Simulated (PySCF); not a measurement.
Core-level binding energies of 1-chloro-2-butyne

Species: 1-chloro-2-butyne, C₄H₅Cl.
Bonds: C1–C2, C2–C3 (triple), C3–C4, C4–Cl5. Hydrogens: H6, H7, H8 on C1; H9, H10 on C4.

The calculation used delta-SCF UKS SCAN, pcX-2 on the ionised atom, pcseg-1 elsewhere, spin-free X2C in PySCF 2.14.0. These are vertical core ionisation energies against the vacuum level, from separate self-consistent calculations with and without the core hole.

Give the core binding energies atom by atom.

```tsv
atom(s)	environment	level	binding energy (eV)	2p1/2 (eV)	above the level's lowest (eV)	count
C1	propargylic carbon	C 1s	291.82	–	+1.37	1
C2	alkyne carbon	C 1s	290.60	–	+0.15	1
C3	alkyne carbon	C 1s	290.45	–	0.00	1
C4	sp3 C–Cl carbon	C 1s	292.97	–	+2.52	1
Cl5	alkyl chlorine	Cl 2p3/2	205.69	207.35	0.00	1
Cl5	alkyl chlorine	Cl 1s	2828.28	–	0.00	1
```

Lowest listed C 1s: C3, bonded to C (triple bond) and C. Highest, 2.52 eV above it: C4, bonded to Cl, C and 2 H.

Which photon wavelength matches the C 1s of C3 threshold?

λ = hc/E = 12398.42 eV Å / 290.45 eV = 42.687 Å.

Give the binding energy of C 1s of C3 in hartree and in kJ/mol.

290.45 eV = 10.6738 Eh = 28024 kJ/mol.

Spin–orbit and ligand-field terms were added within each 2p shell after the spin-free SCF. 2p1/2 minus 2p3/2 (ligand field included): Cl 1.65 eV. Isolated species at its PBE0-D3(BJ)/def2-SVP geometry, gas phase.

The run took 36 s wall on one thread of an Arm Neoverse V1, no GPU, on a shared host.
